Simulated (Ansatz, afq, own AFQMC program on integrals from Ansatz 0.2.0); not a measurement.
AFQMC on a folder of integrals that Ansatz 0.2.0 wrote.

```yaml
crystal:
  periodic: [false, false, false]
  atoms:
    - {symbol: C, position_ang: [0.000000, 0.000000, 0.000000]}
    - {symbol: H, position_ang: [0.000000, 0.000000, -1.947589]}
    - {symbol: H, position_ang: [0.000000, 0.000000, 1.947589]}
basis:
  gaussian: {orbitals: cc-pVDZ}
total_charge: 1
magnetization: {spin_polarized: false, initial_magnetization: 1}
correlation: {method: ccsd_t, electrons: outside_noble_gas, hamiltonian_folder: ham}
```

```sh
$ ansatz run in.yaml --threads 1 --pin off --events-out ev --progress --plain --max-ram 24576MiB --backend cuda --devices 0, --max-vram 18GiB
```

Options of the walk:

```
--method phaseless --trial cisd --walkers 4000 --populations 20 --least-time 60 --time-step 0.005 --steps-per-block 50 --equilibration-blocks 40 --max-blocks 4000 --target-error 0.00027 --factor-cut 1e-05 --start spin_pure --seed 9521 --release-times 0.24,0.51,0.99,1.62,2.4 --release-step 0.03 --release-every 3 --taylor-order 6
```

Times are imaginary, in 1/Eh. The walk had a cap of 122 s. With eight or more populations the least sampling time is a fifth of least-time, and the error comes from their spread.

Output of the walk:

```
orbitals 23  electrons 3 2  factors 139 of 223
reference energy -38.29265992 Eh
CCSD correlation -0.14555816 Eh in 15 cycles, weight of the determinant in the CISD state 0.8387
energy of the start -38.438216 Eh
 block  time / (1/Eh)  mean weight  energy / Eh
     1     0.250  0.9998  -38.437311
     2     0.500  0.9999  -38.437670
     3     0.750  0.9999  -38.438459
     4     1.000  0.9999  -38.439251
     5     1.250  0.9999  -38.439862
     7     1.750  1.0000  -38.440771
     9     2.250  0.9999  -38.441637
    11     2.750  0.9999  -38.441656
    15     3.750  0.9999  -38.442522
    19     4.750  0.9998  -38.442767
    23     5.750  0.9999  -38.443148
    27     6.750  0.9998  -38.443054
    31     7.750  1.0001  -38.443157
    35     8.750  0.9999  -38.443366
    39     9.750  0.9999  -38.443340
    43    10.750  1.0001  -38.442132
    47    11.750  1.0002  -38.442416
    51    12.750  1.0001  -38.442530
    53    13.250  0.9999  -38.445728
    55    13.750  1.0003  -38.443073
    59    14.750  1.0001  -38.443519
    63    15.750  1.0001  -38.442421
    67    16.750  1.0002  -38.441550
    71    17.750  1.0003  -38.442660
    75    18.750  1.0003  -38.442109
    79    19.750  1.0002  -38.441869
    83    20.750  1.0001  -38.442541
    87    21.750  1.0002  -38.442622
    89    22.250  0.9995  -38.442506
error from the spread of 20 populations
released: time / (1/Eh)  energy / Eh  error  mean overlap
  0.24  -38.442781  0.000095  0.9996
  0.51  -38.443295  0.000095  0.9961
  0.99  -38.443800  0.000105  0.9938
  1.62  -38.443936  0.000113  0.9926
  2.40  -38.444318  0.000131  0.9956
energy -38.442557 +/- 0.000130 Eh
(rows thinned)
```

The run passed its tests (sampling time, drift between the halves within three errors, error under three times the target), which doesn't prove that it has relaxed. The second half of the sampling lies above the first by 2.0 errors of their difference, so the energy may still be moving and its error bar be too small.

Against this walk (error 3.5 meV) on the same determinant: CCSD(T) 18.2 meV lower, CCSDT(Q) 60.3 meV lower, CCSDTQ 61.2 meV lower, full CI 61.2 meV lower. The error is statistical and leaves out the bias of the constraint. The released energies are still falling (meV from the phaseless value at times in 1/Eh: -6 ± 3 at 0.24, -20 ± 3 at 0.51, -34 ± 3 at 0.99, -38 ± 3 at 1.62, -48 ± 4 at 2.40), so they give no level; they do show a bias of the constraint, and the last of them that isn't too noisy lies 13 meV above full CI. Full CI is exact here, so the walk's 61 meV above it is the walk's own error: the bias of the constraint with this trial, or a walk that hasn't relaxed.

Cautions: constraint bias not in the error; a spin-contaminated unrestricted determinant lies lower (UHF 1.21 eV lower, ⟨S²⟩ 1.60); strong correlation (T1 0.043, weight of the determinant 0.84, largest double 0.29).

The walk took 20 s on 1 × NVIDIA H100 80GB HBM3 with 2 threads of AMD EPYC 7R13 Processor (Zen 3), with other jobs on the host (the card was shared). The log's last line is the phaseless energy.

CCSDT and higher add their correlation energy to the determinant of the CCSD(T) run, since their own runs factorise the integrals more tightly (a shift of under 2 meV). A walk keeps the symmetry of its determinant, which the program's search chose and which needn't be the lowest solution, so a lower state of the same spin and another symmetry isn't excluded.
